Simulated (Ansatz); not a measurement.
## Worked example: ideal-gas entropy of SiH4 (silane)

A singlet with charge 0, relaxed at B2PLYP/cc-pVTZ, 5 core orbitals frozen (Ansatz 0.2.0):

```xyz
5

Si    0.0000    0.0000    0.0000
H     0.9640   -0.6858    0.8875
H    -1.3261    0.0448    0.6535
H    -0.1047   -0.7375   -1.2778
H     0.4667    1.3786   -0.2632
```

Harmonic wavenumbers in cm⁻¹: 934, 934, 934, 990, 990, 2263, 2270, 2270, 2270.

Masses in u: Si 28.085, H 1.008. Take T = 298.15 K, p = 1 bar, R = 8.3145 J/(mol K), kT/hc = 207.22 cm⁻¹, rigid rotor and harmonic oscillator.

Question: Work out S° at 298 K.

Answer: 
1. Translation (Sackur–Tetrode): S = R[3/2 ln M + 5/2 ln T − 1.1517] with M = 32.117 gives 152.1 J/(mol K).
2. Rotation: principal moments 5.880, 5.880, 5.880 u Å² give A, B, C = 2.867, 2.8669, 2.8668 cm⁻¹; the symmetry number is σ = 12; q = (√π/σ)√((kT/hc)³/ABC) = 91; S = R(ln q + 3/2) = 50.0.
3. Vibration: with u = ν̃/207.22, each mode gives R[u/(eᵘ − 1) − ln(1 − e⁻ᵘ)]; the sum is 2.4, most from 934 cm⁻¹ (0.5), 934 cm⁻¹ (0.5), 934 cm⁻¹ (0.5).
4. Electronic: R ln 1 = 0.0, from the spin multiplicity alone.
5. Sum: 152.1 + 50.0 + 2.4 + 0.0 = 204.5 J/(mol K).

No measured value is set beside it here.
